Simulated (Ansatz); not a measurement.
System: 2H WS₂. Method: Hartree–Fock (plane waves, PAW; Ansatz, an electronic-structure program).

Settings: plane-wave cutoff 460 eV, 9×9×2 k mesh (along the axes of the cell as run), Fermi–Dirac smearing 0.01 eV, no spin polarisation, scalar-relativistic PAW data made under PBE.

Cell (measured lattice):

```xyz
6
Lattice="-1.5765 2.7306 0.0000 3.1530 0.0000 0.0000 0.0000 0.0000 -12.3230" Properties=species:S:1:pos:R:3 pbc="T T T"
W      1.5765     0.9102    -3.0808
W      0.0000     1.8204    -9.2423
S      1.5765     0.9102   -10.8073
S      0.0000     1.8204    -4.6458
S      0.0000     1.8204    -1.5157
S      1.5765     0.9102    -7.6772
```

Problem. Predict the band gap, smallest direct gap on the k points sampled and direct gap at Γ.

Solution. 
- band gap: 6.01 eV
- smallest direct gap on the k points sampled: 6.35 eV
- direct gap at Γ: 8.16 eV

Note: cell and atoms aren't relaxed at this level (largest force component 0.49 eV/Å, pressure 5.9 GPa).

Spin–orbit coupling is not included.

Computed values are for the static lattice.

Computing time: about 6 core-minutes (a rough figure).
